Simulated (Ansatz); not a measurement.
Species: BF$_{3}$, SMILES `FB(F)F` (charge 0, multiplicity 1).

Problem. Give a relaxed geometry from B3LYP-D3(BJ)/def2-TZVP (Ansatz, a quantum-chemistry and plane-wave program).

Solution. the end point of this relaxation (outside a Z-matrix the atoms follow the SMILES, hydrogens last).
Z-matrix (Å, degrees):
```
B
F 1 1.3158
F 1 1.3158 2 120.00
F 1 1.3158 2 120.00 3 179.99
```
